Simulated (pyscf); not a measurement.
PySCF, gas phase, ωB97X-D3(BJ)/def2-SVP geometries.

Problem. H₃C–CH₂–O–Ti(OH)(OH)–OH → HO–Ti(OH)(OH)–OH + H₂C=CH₂
Surface: singlet. Broken: C–O, C–H. Formed: H–O. Give ΔE‡ and ΔE from ωB97M-D3(BJ)/def2-TZVP, relative to the reactant's lowest minimum found.

Solution. ΔE‡ = 2.85 eV, ΔE = +0.81 eV. Zero-point energy shifts the barrier by -0.19 eV. It is an elimination, with an imaginary mode of 1649i cm⁻¹. On the product side the descent ends in a complex (not fully relaxed), 0.20 eV under the separated species and 2.21 eV under the saddle at ωB97X-D3(BJ)/def2-TZVP. At ωB97X-D3(BJ) the barrier from the zero used here is 2.97 eV. One saddle was located; it need not be the lowest between these sides.
